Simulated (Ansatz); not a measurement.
Input file for Ansatz (a program for electronic structure): R-CCSD(T)/aug-cc-pVTZ on CH2 (SMILES [CH2]), atoms moved off the minimum.

Ansatz 0.2 input:
```yaml
crystal:
  periodic: [false, false, false]
  atoms:
    - {symbol: C, position_ang: [0.03077753, 0.08638814, 0.18386411]}
    - {symbol: H, position_ang: [-0.87590584, -0.51413749, 0.00384721]}
    - {symbol: H, position_ang: [0.95214733, -0.37527375, -0.07513720]}
basis:
  gaussian:
    orbitals: aug-cc-pVTZ
magnetization: {spin_polarized: false}
correlation: {method: ccsd_t, electrons: outside_noble_gas}
scf: {lower_state_search: off}
output: {forces: true}
```

The head of its log:

```
WARN ansatz: RAYON_NUM_THREADS=1 ignored (pool sized by the plan → 1); use --threads N
Functional definition: HF
these checks for a lower state are left out or cut short: starts, cluster_reference, orbital_swaps, neighbouring_geometries, increment
integrals: 0.08 GiB planned
521 factors; integrals over basis functions are off by at most 9.4e-4 eV
mean field: 0.10 GiB planned
mean field evaluation 1: about -1057.8404 eV, gradient 1.1e1 eV
mean field evaluation 2: about -1057.8404 eV, gradient 1.1e1 eV
mean field evaluation 4: about -1058.2354 eV, gradient 8.2e-1 eV
mean field evaluation 8: about -1058.2401 eV, gradient 9.6e-4 eV
mean field -1058.24013801 eV, -38.8896077708 hartree, gradient 3.0e-6 eV, S^2 0.000000; 0 other end points of the search recorded, 0 dependent functions left out; unrestricted orbitals would lower it
1 core orbitals not correlated
reference -1058.24013801 eV, -38.8896077708 hartree; 3, 3 occupied and 88, 88 virtual orbitals, 521 factors
densities: 0.35 GiB planned
```

Task: What total energy does the run end on?

Result: -39.0596 hartree (reference determinant -38.8896, T1 diagnostic 0.009).
